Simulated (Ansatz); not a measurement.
A made-up structure of SiH3O (charge +1), closed shell:

O1  (-0.296, 0.313, -0.249)
Si2  (0.312, -0.935, 0.474)
H3  (1.568, -1.088, 1.120)
H4  (-1.182, 0.162, -0.615)
H5  (0.198, 1.146, -0.307)
(Å)

It is relaxed with PBE-D4/def2-SVP and then PBE0-D4/def2-TZVP (Ansatz 0.2.0). Atoms count as bonded within 1.22 times the sum of their covalent radii (H–H: 0.88 Å). The end point is not checked to be a true minimum.

(1) Does its bonding change? (Judge from chemistry; the calculation decides.)

Results:

(1) The calculation gives: No: no bond forms or breaks.

Where it ends: The first stage lowers the energy by 2.59 eV in 7 steps. It ends as SiH₃O ([OH2][SiH]), total charge +1:
```xyz
5
angstrom
O -0.2683 0.2459 -0.2124
Si 0.2045 -1.3755 0.5754
H 1.5072 -0.7080 0.9590
H -1.1178 0.3836 -0.6620
H 0.2731 1.0523 -0.2371
```

Labels in which every atom is bracketed show which atoms are joined, not bond orders.

For scale, one of the runs: PBE0-D4/def2-TZVP relaxation, 86 basis functions, launched by `ansatz run in.yaml --threads 2 --pin off --events-out ev --progress --plain --max-ram 4352MiB`. Hardware: 2 CPU threads of an Intel Xeon Platinum 8488C, shared host. Wall time about 3.8 s.
